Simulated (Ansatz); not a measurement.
# SiNH3 (singlet): from Hartree-Fock to the top rungs at distance Si1–H3 = 1.658 Å, cc-pVDZ

The task here is to estimate one member of a computed series from the others.

The runs use Ansatz 0.2.0, Gaussian basis; cc-pVDZ, core rule «outside noble gas», up to 6 orbitals frozen.

Plan: UHF; CCSD(T) on RHF; BCCD(T) on RHF; CISD; CCSDT(Q) on RHF; CASSCF and MRCISD+Q, 2 electrons in 2 orbitals; CASSCF and NEVPT2, 2 electrons in 2 orbitals.

27 further runs of the same task are left out: 2 for a known fault of the program, 17 that didn't finish, 8 set aside as unsound or not needed.

## The system

The geometry derives from a PBE0/def2-TZVP stationary point (not a proven minimum). One bond is set to the value named and the two fragments are kept rigid.

5 atoms, charge 0, spin multiplicity 1.

Atoms are counted from 1 here; the program's logs count them from 0.

Bond lengths: Si1–N2 1.707 Å, Si1–H3 1.658 Å, N2–H4 1.008 Å, N2–H5 1.008 Å. Angles: N2–Si1–H3 94.1°, Si1–N2–H4 126.3°, Si1–N2–H5 121.7°, H4–N2–H5 112.0°.

Set-up of the first run:

File in.yaml:

```yaml
crystal:
  periodic: [false, false, false]
  atoms:
    - {symbol: Si, position_ang: [0.000000, -0.083903, 0.624157]}
    - {symbol: N, position_ang: [0.000000, 0.046627, -1.077873]}
    - {symbol: H, position_ang: [0.000000, 1.555965, 0.868691]}
    - {symbol: H, position_ang: [0.000000, 0.902419, -1.610504]}
    - {symbol: H, position_ang: [0.000000, -0.768444, -1.671365]}
basis:
  gaussian: {orbitals: cc-pVDZ}
magnetization: {spin_polarized: true, initial_magnetization: 0}
hamiltonian: {xc: hf}
output: {orbitals: {seedname: orbitals}}
```

Run with:

```bash
> ansatz run in.yaml --threads 1 --pin off --events-out ev --progress --plain --max-ram 2393MiB
```

Steps of the session up to this table: UHF; CCSD(T) on RHF; BCCD(T) on RHF; CISD; CCSDT(Q) on RHF; CASSCF and MRCISD+Q, 2 electrons in 2 orbitals; CASSCF and NEVPT2, 2 electrons in 2 orbitals.

One table of the session follows, with a row left open; its other results are not shown here.

```
       method  from RCCSDT(Q) (kcal/mol)
          RHF                    +189.07
         RMP2                     +25.11
         CISD                     +22.29
        RCCSD                      +6.13
     RCCSD(T)                      +0.96
      BCCD(T)                      +0.93
       RCCSDT                      +0.47
    RCCSDT(Q)                          0
  CASSCF pair                          ?
  NEVPT2 pair                     +26.07
  MRCISD pair                     +19.60
MRCISD+Q pair                      +3.45
```

**Question.** Estimate the row for CASSCF pair.

The run gave: from RCCSDT(Q) (kcal/mol): +178.26. In the column «from RCCSDT(Q) (kcal/mol)» it lies between NEVPT2 pair (+26.07) and RHF (+189.07).
